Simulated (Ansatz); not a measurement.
Zinc-blende HgS (metastable phase) was calculated with HSE06-D3(BJ) (plane waves, PAW; Ansatz, a quantum-chemistry and plane-wave program).

Run with plane-wave cutoff 460 eV, 8×8×8 k mesh, Fermi–Dirac smearing 0.01 eV, scalar-relativistic PAW data made under PBE.

Computed at the level's own relaxed cell.

Q: What does this level give for the pressure derivative B′ of the bulk modulus, equilibrium volume per atom, bulk modulus and lattice parameter a?

A: 
* **pressure derivative B′ of the bulk modulus**: 4.7
* **equilibrium volume per atom**: 24.94 Å³/atom
* **bulk modulus**: 66.9 GPa
* **lattice parameter a**: 5.843 Å

Measured, for comparison: equilibrium volume per atom 24.91 Å³/atom, lattice constant a 5.841 Å (295 K, not corrected to a static lattice; as tabulated in Cardona et al. (2009), arXiv:0908.2634). Computed (rounded) less measured: equilibrium volume per atom +0.1 %, lattice constant a 0.0 %.

Spin–orbit coupling is not included; it can shift volumes and moduli of such heavy elements.

The computed numbers hold no vibrational or temperature effects.
